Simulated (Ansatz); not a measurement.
The input, for Ansatz 0.2.0:

```yaml
crystal:
  periodic: [false, false, false]
  atoms:
    - {symbol: N, position_ang: [0.000000, 0.000000, 1.085170]}
    - {symbol: P, position_ang: [0.000000, 0.000000, -0.596692]}
    - {symbol: H, position_ang: [0.000000, 0.847233, 1.628141]}
    - {symbol: H, position_ang: [0.000000, -0.847233, 1.628141]}
basis:
  gaussian: {orbitals: 6-31G, point_charges: [{charge: 1.00, position_ang: [4.741, 0.537, 0.148]}]}
total_charge: 1
magnetization: {spin_polarized: false, initial_magnetization: 3}
correlation: {active_space: {window: {electrons: 5, orbitals: 4}, fixed_orbitals: true, states: [{multiplicity: 4, weights: [0.5, 1]}], root: 0}}
accuracy: high
output: {forces: true}
```

```sh
$ ansatz run in.yaml --threads 1 --pin off --events-out ev --progress --plain --max-ram 2393MiB
```

The program prints:

```
594 factors; integrals over basis functions are off by at most 3.6e-9 eV
mean field evaluation 1: about -10765.1819 eV, gradient 3.8e1 eV
mean field evaluation 2: about -10765.1883 eV, gradient 3.8e1 eV
mean field evaluation 4: about -10769.5642 eV, gradient 6.5e0 eV
mean field evaluation 8: about -10770.4500 eV, gradient 6.1e-1 eV
mean field evaluation 16: about -10770.4661 eV, gradient 2.2e-7 eV
mean field -10770.46605338 eV, -395.8073269775 hartree, gradient 2.0e-8 eV, S^2 3.750000; 2 other end points of the search recorded, 0 dependent functions left out
reference -10770.46605338 eV, -395.8073269775 hartree; 13, 10 occupied and 13, 16 virtual orbitals, 594 factors
state -10770.46605338 eV, -395.8073269775 hartree
state -10767.68139351 eV, -395.7049926148 hartree
the calculation of the forces begins
Total energy: -10770.46605338 eV, -395.8073269775 hartree
Atom 0 at     0.000000     0.000000     1.085170 Å, force    -0.208871    -0.008904     7.705979 eV/Å
Atom 1 at     0.000000     0.000000    -0.596692 Å, force    -0.078827    -0.009036    -8.558343 eV/Å
Atom 2 at     0.000000     0.847233     1.628141 Å, force    -0.128803     0.204870     0.476261 eV/Å
Atom 3 at     0.000000    -0.847233     1.628141 Å, force    -0.107314    -0.242421     0.478725 eV/Å
Dipole moment:    -0.115668    -0.013159     0.904194 e Å
```

Natural occupations, averaged over the states: 1.6667 1.3333 1.0000 1.0000.

Forces (eV/Å):
```
N   -0.209 -0.009  7.706
P   -0.079 -0.009 -8.558
H   -0.129  0.205  0.476
H   -0.107 -0.242  0.479
```

Ran on 1 thread of Intel Xeon 6975P-C, shared host: 0.42 s wall, 0.09 GiB peak host memory.
